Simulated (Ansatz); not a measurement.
Input file:

```yaml
crystal:
  periodic: [false, false, false]
  atoms:
    - {symbol: Se, position_ang: [0.000000, 0.000000, 0.000000]}
    - {symbol: Na, position_ang: [0.000000, 0.000000, 2.633000]}
basis:
  gaussian: {orbitals: cc-pVTZ}
total_charge: 1
magnetization: {spin_polarized: true, initial_magnetization: 2}
hamiltonian: {xc: {name: PBE0}}
output: {forces: true, orbitals: {seedname: orbitals}}
```

```sh
$ ansatz run in.yaml --threads 1 --pin off --events-out ev --progress --plain --max-ram 2393MiB
```

Problem. Roughly how long does this take on 1 thread of Arm Neoverse V1, shared host, and how much host memory?

Solution. 5.5 s wall and 0.16 GiB.

```
471 factors; integrals over basis functions are off by at most 1.0e-3 eV
mean field evaluation 1: about -69748.4487 eV, gradient 1.5e1 eV
mean field evaluation 2: about -69749.2401 eV, gradient 1.3e1 eV
mean field evaluation 4: about -69749.6946 eV, gradient 1.4e-1 eV
mean field evaluation 8: about -69749.7007 eV, gradient 1.8e-3 eV
mean field evaluation 16: about -69749.7007 eV, gradient 2.3e-5 eV
mean field -69749.70067974 eV, -2563.2542219353 hartree, gradient 1.1e-5 eV, S^2 2.004280; 1 other end points of the search recorded, 0 dependent functions left out
the calculation of the forces begins
reference -69749.70071034 eV, -2563.2542230598 hartree; 23, 21 occupied and 54, 56 virtual orbitals, 471 factors
Total energy: -69749.70071034 eV, -2563.2542230598 hartree
Atom 0 at     0.000000     0.000000     0.000000 Å, force    -0.000000    -0.000000    -0.967676 eV/Å
Atom 1 at     0.000000     0.000000     2.633000 Å, force    -0.000000    -0.000000     0.967676 eV/Å
Dipole moment:    -0.000000    -0.000000     1.532387 e Å
```

Forces (eV/Å):
```
Se   0.000  0.000 -0.968
Na   0.000  0.000  0.968
```
